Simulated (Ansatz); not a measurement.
**Relaxing Ir**

Theory: DFT PBEsol, scalar-relativistic, plane waves, PAW (Ansatz 0.2.0). Cutoff 420 eV, Γ-centred k mesh, Gaussian smearing, no spin polarisation in the final step.

The start puts Ir on the simple hexagonal structure type (P6/mmm, No. 191), at a guessed volume.

```yaml
crystal:
  lattice:
    - [2.61950, 0.00000, 0.00000]
    - [-1.30975, 2.26855, 0.00000]
    - [0.00000, 0.00000, 2.44760]
  atoms:
    - { symbol: Ir, position: [0.00000, 0.00000, 0.00000] }
```

Cell and atoms relax at zero pressure; the relaxation can't lower the symmetry of the start. After a coarse first stage the cell is made exact in the group found at 0.06 Å.

Energies count from the standard state of Ir at the same level.

(1) What does it relax into?

(2) What are its volume, energy, density and gap?

## Answers

(1) It keeps P6/mmm (No. 191). The result has the simple hexagonal structure. Conventional cell: a = 2.629 Å, c = 2.566 Å. Ir has 8 Ir at 2.57–2.63 Å.

```
Ir
1.0
     2.62880    0.00000    0.00000
    -1.31440    2.27660    0.00000
     0.00000    0.00000    2.56603
Ir
1
Direct
  0.00000 0.00000 0.00000
```

(2) The volume per atom is 15.36 Å³, the density is 20.78 g/cm³ and the energy over the standard structure is 0.63 eV/atom. The gap on the 24×24×22 mesh is 0 eV (a metal).

The final run used a 24×24×22 mesh on its 1-atom cell and 0.10 eV smearing. For metals, differences of a few meV/atom aren't resolved. Spin–orbit coupling is left out. A structure relaxed within its symmetry needn't be a true minimum. The steps took of the order of 25 core-seconds in all.